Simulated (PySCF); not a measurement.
CH₃O, SMILES C=[OH+], charge +1. Atoms are numbered in the order given.

```xyz
5

C      0.0340    -0.6237     0.0000
O     -0.1305     0.6098     0.0000
H     -0.8750    -1.2245     0.0000
H      1.0294    -1.0721     0.0000
H      0.6854     1.1609     0.0000
```
Charge +1, spin multiplicity 1.

Geometry optimised at B3LYP-D3(BJ)/def2-TZVP. The isomer is the one that the SMILES or the coordinates give; other isomers of the formula were not compared.

Method: KT2/pcSseg-2 (PySCF).

GIAO shieldings, no solvent; atoms listed in one row are averaged. δ = σ(ref) − σ: ¹³C against TMS (σ = 184.2 ppm); ¹⁷O against H2O (σ = 324.0 ppm); ¹H against TMS (σ = 31.47 ppm), references at their B3LYP-D3(BJ)/def2-TZVP geometries, non-relativistic.

| nucleus | atoms | count | δ (ppm) |
|---|---|---|---|
| ¹³C | C1 | 1 | 232.0 |
| ¹⁷O | O2 | 1 | 399.3 |
| ¹H | H5 | 1 | 13.70 |
| ¹H | H3 | 1 | 9.85 |
| ¹H | H4 | 1 | 9.54 |
